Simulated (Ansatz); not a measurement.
## Which is lower?

Two relaxed structures of AlBNH4, doublet (PBE0-D4/def2-TZVP; forces vanish, vibrations not checked).

A:

```
atom    x (Å)    y (Å)    z (Å)
  N1  -1.2169   0.3475  -0.7170
  B2   1.6476  -0.8856   0.4352
 Al3   0.1100   0.4711   0.4502
  H4  -1.3142  -0.3533  -1.4327
  H5  -1.9934   0.9879  -0.7499
  H6   0.0915   1.6505   1.5100
  H7   2.5572  -1.6490   0.4629
```

B:

| atom | x (Å) | y (Å) | z (Å) |
| --- | --- | --- | --- |
| N1 | -1.0717 | 0.3436 | -0.5939 |
| B2 | 0.0376 | 0.4045 | 0.2422 |
| Al3 | 1.8531 | -0.6926 | 0.0646 |
| H4 | -1.1654 | -0.2861 | -1.3723 |
| H5 | -1.8772 | 0.9367 | -0.4718 |
| H6 | -0.0055 | 1.2308 | 1.1203 |
| H7 | 2.2292 | -1.9368 | 1.0110 |

Program: Ansatz 0.2.0. Basis: def2-TZVPP. Cores are frozen in the correlated methods; orbitals are unrestricted. B3LYP uses VWN-RPA correlation.

Q: Which structure is lower at CCSD(T), and by how much? (To be estimated.)

A: The calculation gives: B, by 22.79 kcal/mol (electronic energy, against the other). By their contacts, A is AlBNH₄ ([BH][AlH][NH2]) and B is AlBNH₄ ([NH2][BH][AlH]).

All methods give the same order:

```csv
method,E(B) − E(A) (kcal/mol)
PBE-D4,-29.51
r2SCAN-D4,-24.79
PBE0-D4,-27.43
B3LYP-D4,-25.20
wB97M-V,-23.31
HF,-18.29
MP2,-23.27
CCSD,-21.66
CCSD(T),-22.79
```

T1 diagnostic: at most 0.018. ⟨S²⟩ of the unrestricted Hartree–Fock references: 0.76 to 0.77 (a pure state has 0.75).

Labels in which every atom is bracketed show which atoms are joined, not bond orders.

For scale, one of the runs: CCSD(T)/def2-TZVPP, 160 basis functions, launched by `ansatz run in.yaml --threads 2 --pin off --events-out ev --progress --plain --max-ram 4352MiB`. Hardware: 2 CPU threads of an Arm Neoverse V2, shared host. Wall time 42 s; peak host memory 2.6 GiB.
